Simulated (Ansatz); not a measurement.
The same path of CH4BCl + H2 (9 atoms, charge 0, multiplicity 1) was run 3 times with different band settings. Lost on the way: B1–C2, H8–H9. Made: B1–H8, C2–H9.

Computed with RKS B3LYP/def2-SVP (Ansatz 0.2.0).

Relaxed end points:

```xyz
9
Properties=species:S:1:pos:R:3
B -0.012 0.779 0.420
C 0.120 0.757 1.970
H -0.897 0.723 2.408
H 0.709 -0.076 2.378
H 0.547 1.715 2.320
Cl 0.660 -0.497 -0.599
H -0.583 1.663 -0.168
H -0.042 -3.461 0.183
H -0.272 -4.176 0.306
```

```xyz
9
Properties=species:S:1:pos:R:3
B -0.090 -0.530 -1.082
C 0.015 -0.155 2.724
H -0.753 0.537 3.101
H 0.618 -0.529 3.563
H 0.668 0.374 2.014
Cl 1.382 0.391 -1.280
H -1.134 0.063 -1.087
H -0.003 -1.720 -0.955
H -0.472 -1.003 2.220
```

Common settings: climbing image yes; optimiser quadratic models (default); start path through a guess of the saddle point; force threshold 0.03 eV/Å; iteration limit 60; end points relaxed.

| run | movable images | spring |
| --- | --- | --- |
| 1 | 5 | 5.0 eV/Å² |
| 2 | 5 | 2.0 to 10.0 eV/Å², energy-weighted |
| 3 | 3 | 5.0 eV/Å² |

Question: What does each run give, and how far can it be trusted?

Answer: Run 1: converged after 22 iterations, highest image 1.204 eV above the first end. Neighbouring images differ by up to 1.3 eV, so the band resolves the path poorly. A vibrational analysis at the climbing image gives one clearly imaginary mode, 1139i cm⁻¹: a first-order saddle point.
Run 2: converged after 15 iterations, highest image 1.204 eV above the first end. Another band between the same ends (5 images) ends at a top of the same energy, where a vibrational analysis finds 1 clearly imaginary mode.
Run 3: converged after 28 iterations, highest image 1.204 eV above the first end. Neighbouring images differ by up to 1.3 eV, so the band resolves the path poorly. Another band between the same ends (5 images) ends at a top of the same energy, where a vibrational analysis finds 1 clearly imaginary mode. So few images can step over the top or miss a turn of the path.
The orbitals stay closed-shell, which can raise the energy where a bond breaks towards radicals; this wasn't checked here.
